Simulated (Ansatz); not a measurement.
# H₅NSSi: small, medium and large basis sets

The task here is to estimate one member of a computed series from the others.

Program: Ansatz 0.2.0, Gaussian basis. Level of theory: one geometry, several basis sets. These are calculated values, not measurements.

The runs, in order: PBE0-D4/def2-SVP; ωB97M-V/def2-SVP; PBE0-D4/def2-QZVPP; ωB97M-V/def2-QZVPP; the functionals' def2-TZVPP values are taken from earlier runs.

1 further run of the same task is left out (it didn't finish).

**The relaxed structure**

All runs share one geometry, relaxed beforehand with PBE0-D4 in a triple-zeta def2 set.

SMILES `N[SiH2]S`, 8 atoms, charge 0, spin multiplicity 1.

Atoms are counted from 1 here; the program's logs count them from 0.

Bond lengths: N1–Si2 1.706 Å, N1–H4 1.006 Å, N1–H5 1.006 Å, Si2–S3 2.151 Å, Si2–H6 1.485 Å, Si2–H7 1.484 Å, S3–H8 1.343 Å. Angles: Si2–N1–H4 120.4°, Si2–N1–H5 122.1°, H4–N1–H5 112.1°, N1–Si2–S3 111.5°, N1–Si2–H6 112.3°, N1–Si2–H7 105.6°, S3–Si2–H6 105.8°, S3–Si2–H7 111.6°, H6–Si2–H7 110.2°, Si2–S3–H8 94.3°.

The first run:

The input, in.yaml:

```yaml
crystal:
  periodic: [false, false, false]
  atoms:
    - {symbol: N, position_ang: [-0.754733, 0.572283, -1.067086]}
    - {symbol: Si, position_ang: [0.473045, 0.027239, -0.015915]}
    - {symbol: S, position_ang: [-0.297727, -1.338793, 1.455845]}
    - {symbol: H, position_ang: [-0.873956, 0.149555, -1.971830]}
    - {symbol: H, position_ang: [-1.608130, 0.982382, -0.725870]}
    - {symbol: H, position_ang: [1.093238, 1.137718, 0.750151]}
    - {symbol: H, position_ang: [1.484274, -0.621588, -0.886792]}
    - {symbol: H, position_ang: [0.575989, -0.965895, 2.405596]}
basis:
  gaussian: {orbitals: def2-SVP}
hamiltonian: {xc: pbe0, dispersion: d4}
output: {orbitals: {seedname: orbitals}}
```

The run is started by

```sh
ansatz run in.yaml --threads 2 --pin off --events-out ev --progress --plain --max-ram 4352MiB
```

Among the steps run: PBE0-D4 in def2-SVP; ωB97M-V in def2-SVP; PBE0-D4 in def2-QZVPP; ωB97M-V in def2-QZVPP.

One table of the session follows, with a row left open; its other results are not shown here.

It belongs to the step «Density functionals: the series». 

```
functional       basis  HOMO (eV)  LUMO (eV)
   PBE0-D4    def2-SVP          ?          ?
   PBE0-D4  def2-TZVPP      -7.19       0.28
   PBE0-D4  def2-QZVPP      -7.24       0.05
   ωB97M-V    def2-SVP      -9.18       2.68
   ωB97M-V  def2-TZVPP      -9.40       1.90
   ωB97M-V  def2-QZVPP      -9.45       1.49
```

**Question.** Estimate the row for PBE0-D4, def2-SVP.

**Answer.** HOMO (eV): -7.01; LUMO (eV): 0.79. In the column «HOMO (eV)» it is the highest.
